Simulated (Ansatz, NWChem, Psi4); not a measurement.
Exact exchange and the vertical ionisation energy of C2H2F4 (norflurane)

C2H2F4: 8 atoms, total charge 0, spin state singlet. SMILES: `FCC(F)(F)F`. The coordinates come from a PBE0-D4/def2-TZVP relaxation.

The vertical ionisation energy (to the doublet cation) y, in eV, basis cc-pVDZ; a is the functional's share of exact exchange. Programs: Ansatz 0.2.0, NWChem 7.3.0, Psi4 1.11.

```
functional  program     a  y (eV)
      TPSS   NWChem     0   12.07
    r2SCAN   Ansatz     0   12.43
     TPSSh     Psi4   0.1   12.40
     B3LYP   Ansatz   0.2   12.74
      PBE0   Ansatz  0.25       ?
   r2SCAN0   Ansatz  0.25   13.07
     BHLYP   Ansatz   0.5   13.46
```

Task: Fit y = c + s·a to the known rows and predict PBE0.

Result: 
1. Means of the 6 rows: a = 0.1750, y = 12.695.
2. Σ(Δa)² = 0.17875, Σ(Δa·Δy) = 0.45575, so the slope is 0.45575/0.17875 = 2.5497.
3. Intercept: 12.695 − (2.5497) × 0.1750 = 12.249. The largest residual of the fit is 0.18.
4. PBE0: 12.249 + (2.5497) × 0.25 = 12.89 eV.

The run gave 12.81 eV, so the prediction is off by +0.08 eV, within the largest residual. The rows mix families of semi-local functionals, which the line can't see.
